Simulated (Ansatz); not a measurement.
# CH2O3: one species, many methods

An exercise on one series of results from a longer session: the logs are not shown, and one member is left open.

Method: functionals in def2-TZVPP, the program's frozen cores in correlated methods; program: Ansatz 0.2.0, Gaussian basis.

The runs, in order: LDA (SPW92), PBE-D4, revPBE-D4, BLYP-D4, r2SCAN-D4, B97M-V, PBE0-D4, B3LYP-D4, r2SCANh-D4, r2SCAN0-D4, HSE06-D4, BHLYP-D4, CAM-B3LYP-D4, LC-ωPBE, ωB97X-V, ωB97M-V, B2PLYP, PBE-QIDH; CCSD(T)/def2-SVP; CCSD(T)/def2-TZVPP; MP2/def2-QZVPP; extrapolation to the limit; RPA on PBE.

**The relaxed structure**

All runs share one geometry, relaxed beforehand with PBE0-D4 in a triple-zeta def2 set.

SMILES `O=C(O)O`, 6 atoms, charge 0, spin multiplicity 1.

Atoms are counted from 1 here; the program's logs count them from 0.

Bond lengths: O1–C2 1.200 Å, C2–O3 1.331 Å, C2–O4 1.331 Å, O3–H5 0.965 Å, O4–H6 0.965 Å. Angles: O1–C2–O3 125.6°, O1–C2–O4 125.6°, O3–C2–O4 108.9°, C2–O3–H5 106.3°, C2–O4–H6 106.3°.

Set-up of the first run:

in.yaml

```yaml
crystal:
  periodic: [false, false, false]
  atoms:
    - {symbol: O, position_ang: [-0.647941, -0.873959, 0.741853]}
    - {symbol: C, position_ang: [-0.051314, -0.087604, 0.059075]}
    - {symbol: O, position_ang: [1.250543, -0.130168, -0.212904]}
    - {symbol: O, position_ang: [-0.583646, 0.969179, -0.549562]}
    - {symbol: H, position_ang: [1.597217, -0.905808, 0.244039]}
    - {symbol: H, position_ang: [-1.522659, 0.964160, -0.328599]}
basis:
  gaussian: {orbitals: def2-TZVPP}
hamiltonian: {xc: lda}
output: {orbitals: {seedname: orbitals}}
```

Command:

```bash
> ansatz run in.yaml --threads 2 --pin off --events-out ev --progress --plain --max-ram 4352MiB
```

Steps of the session up to this table: LDA; PBE-D4 (GGA); revPBE-D4 (GGA); BLYP-D4 (GGA); r2SCAN-D4 (meta-GGA); B97M-V (meta-GGA); B3LYP-D4 (hybrid); r2SCANh-D4 (hybrid); r2SCAN0-D4 (hybrid); HSE06-D4 (hybrid); BHLYP-D4 (hybrid); CAM-B3LYP-D4 (range-separated); LC-ωPBE (range-separated); ωB97X-V (range-separated); ωB97M-V (range-separated); B2PLYP (double hybrid); PBE-QIDH (double hybrid).

One of the session's tables, all rows but one given; the rest of the session is left out.

It belongs to the step «Orbital energies across the functionals». 

```
  functional  HOMO (eV)  LUMO (eV)  gap (eV)
 LDA (SPW92)          ?          ?         ?
      PBE-D4      -6.94      -0.28      6.65
   revPBE-D4      -6.85      -0.22      6.62
     BLYP-D4      -6.87      -0.39      6.48
   r2SCAN-D4      -7.31       0.15      7.46
      B97M-V      -7.40       0.02      7.43
     PBE0-D4      -8.72       0.62      9.34
    B3LYP-D4      -8.46       0.18      8.65
  r2SCANh-D4      -7.98       0.58      8.57
  r2SCAN0-D4      -8.99       1.13     10.13
    HSE06-D4      -8.31       0.25      8.56
    BHLYP-D4     -10.48       1.21     11.69
CAM-B3LYP-D4     -10.27       1.34     11.62
     LC-ωPBE     -11.61       2.78     14.39
     ωB97X-V     -11.25       2.56     13.81
     ωB97M-V     -11.19       2.08     13.27
```

**Question.** Estimate the row for LDA (SPW92).

The run gave: HOMO (eV): -7.18; LUMO (eV): -0.50; gap (eV): 6.67. In the column «HOMO (eV)» it lies between r2SCAN-D4 (-7.31) and PBE-D4 (-6.94).
